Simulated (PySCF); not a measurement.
# How the method moves the HOMO and LUMO of `[O+]#CCC(F)F`

Compound: C₃H₃F₂O (charge +1).
Structure used (PBE0-D3(BJ)/def2-SVP), in Å, numbered top down from 1:
```
atom  x, y, z in Å
O1     2.5106   -0.5633   -0.0469
C2     1.5214   -0.0460   -0.0592
C3     0.2502    0.5894   -0.0592
C4    -0.9403   -0.4379   -0.0214
F5    -0.6568   -1.3338    0.9239
F6    -2.0108    0.2622    0.3012
H7     0.2078    1.2024    0.8652
H8     0.1976    1.2659   -0.9341
H9    -1.0816   -0.9395   -0.9937
```

Basis pcSseg-2 throughout (PySCF), one geometry. Geometry: PBE0-D3(BJ)/def2-SVP, one conformer, isolated ion.

Task: How do the orbital energies and the gap change with the method?

Result: 
```csv
method,kind,HOMO (eV),LUMO (eV),gap (eV),SCF cycles
BLYP,GGA,-13.97,-9.51,4.46,16
OPBE,GGA,-13.99,-9.45,4.54,16
PBE,GGA,-14.02,-9.58,4.44,16
B97-D,GGA,-14.09,-9.52,4.57,16
BP86,GGA,-14.12,-9.66,4.46,16
LDA,LDA,-14.17,-9.83,4.34,15
KT2,GGA,-14.22,-9.53,4.70,16
KT3,GGA,-14.28,-9.57,4.71,16
B97-2,global hybrid,-15.48,-8.60,6.87,14
B3LYP,global hybrid,-15.52,-8.83,6.69,14
PBE0,global hybrid,-15.75,-8.51,7.24,14
mPW1PW91,global hybrid,-15.80,-8.55,7.25,14
CAM-B3LYP,range-separated hybrid,-17.24,-7.35,9.88,14
BHandHLYP,global hybrid,-17.48,-7.33,10.15,13
wB97X-D,range-separated hybrid,-17.64,-6.63,11.01,14
LC-wPBE,range-separated hybrid,-18.46,-6.07,12.40,14
HF,Hartree–Fock,-20.08,-4.13,15.95,11
```

The HOMO spans 6.11 eV, from BLYP down to HF, and the gap runs from 4.34 eV (LDA) to 15.95 eV (HF). Over the methods BLYP (0 %), OPBE (0 %), PBE (0 %), B97-D (0 %), BP86 (0 %), LDA (0 %), KT2 (0 %), KT3 (0 %), B97-2 (21 %), B3LYP (20 %), PBE0 (25 %), mPW1PW91 (25 %), BHandHLYP (50 %), HF (100 %), a straight line through the gap against the share of exact exchange rises by 1.14 eV for each 10 % (correlation coefficient 0.999).

The vertical ΔSCF ionisation energy at PBE0/def2-SVPD is 18.39 eV; −ε(HOMO) comes closest to it with LC-wPBE (18.46 eV).
